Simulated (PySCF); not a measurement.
Gas-phase reaction: CH4 + 2 Cl2 + 3 AlCH3 ⇌ 2 Al(CH3)2Cl + AlHCl2

Method: PySCF energies plus ideal-gas RRHO corrections (1 bar). † marks an energy on the PBE0/def2-TZVP geometry and frequencies; other levels use their own. MP2 freezes the core. 6-31G* has spherical d functions here. All species are closed-shell singlets. B3LYP is the form with VWN-RPA correlation. AlCH3, Al(CH3)2Cl, AlHCl2: computed as isolated molecules; such fragments, hydroxides, amides, oligomers or adducts are transient or little studied in the gas. MP2 isn't extrapolated to the basis-set limit.

| level | ΔH°(298 K), kJ |
|---|---|
| B3LYP/6-31G* | ___ |
| B3LYP/def2-TZVP† | -1272 |
| BLYP/def2-TZVP† | -1211 |
| HF/6-31G* | -1366 |
| M06-2X/def2-TZVP† | ___ |
| MP2/def2-SVP† | -1424 |
| MP2/def2-TZVPP† | ___ |
| PBE/def2-SVP | ___ |
| PBE/def2-TZVP† | -1262 |
| ωB97M-V/def2-TZVP† | -1324 |

What belongs in the gaps?


- B3LYP/6-31G*, ΔH°(298 K), kJ: -1289
- M06-2X/def2-TZVP†, ΔH°(298 K), kJ: -1326
- MP2/def2-TZVPP†, ΔH°(298 K), kJ: -1402
- PBE/def2-SVP, ΔH°(298 K), kJ: -1319
